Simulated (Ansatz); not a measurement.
**[H···H···OH], doublet: transfer scan**

Starting geometry:

| atom | x (Å) | y (Å) | z (Å) |
| --- | --- | --- | --- |
| H | -2.0563 | 0.0498 | 0.0000 |
| H | -1.3113 | 0.0498 | 0.0000 |
| O | 0.1847 | 0.0498 | 0.0000 |
| H | 0.4365 | -0.8901 | 0.0000 |

From there H2 is moved from one fragment to the other while all else, the fragments' distance too, stays fixed, so the hump isn't the reaction's barrier; atoms are numbered as listed. Energies are in kJ/mol, counted from the starting geometry at the same level.

Basis 6-31G; Ansatz 0.2.0. Correlated methods freeze the noble-gas cores. Active spaces: valence = (9e, 7o) chosen from the atoms' valence shells.

Runs in a small pair space aren't shown, since their orbitals change along the scan.

Full CI is exact within this basis and frozen core; it isn't the basis-set limit.

```tsv
distance H1-H2 (Å)	NEVPT2 (valence space)
0.693	4.0
0.745	0.0
0.817	5.7
0.890	15.2
0.962	19.5
1.034	13.7
1.106	-1.4
1.179	-19.4
1.251	-30.4
```

Question: Estimate the full CI curve in 6-31G from this one, knowing how NEVPT2 (valence space) errs.

Answer: The computed full CI values, in kJ/mol from the starting point, and the error of NEVPT2 (valence space) against them:
```json
{"distance H1-H2 (Å)": "0.693", "full CI": "3.1", "NEVPT2 (valence space) less full CI": "0.9"}
{"distance H1-H2 (Å)": "0.745", "full CI": "0.0", "NEVPT2 (valence space) less full CI": "0.0"}
{"distance H1-H2 (Å)": "0.817", "full CI": "7.1", "NEVPT2 (valence space) less full CI": "-1.4"}
{"distance H1-H2 (Å)": "0.890", "full CI": "18.3", "NEVPT2 (valence space) less full CI": "-3.1"}
{"distance H1-H2 (Å)": "0.962", "full CI": "24.5", "NEVPT2 (valence space) less full CI": "-5.0"}
{"distance H1-H2 (Å)": "1.034", "full CI": "20.6", "NEVPT2 (valence space) less full CI": "-7.0"}
{"distance H1-H2 (Å)": "1.106", "full CI": "7.4", "NEVPT2 (valence space) less full CI": "-8.7"}
{"distance H1-H2 (Å)": "1.179", "full CI": "-9.3", "NEVPT2 (valence space) less full CI": "-10.1"}
{"distance H1-H2 (Å)": "1.251", "full CI": "-19.4", "NEVPT2 (valence space) less full CI": "-10.9"}
```

The error spans 11.8 kJ/mol and is largest, -10.9 kJ/mol, at 1.251 Å.
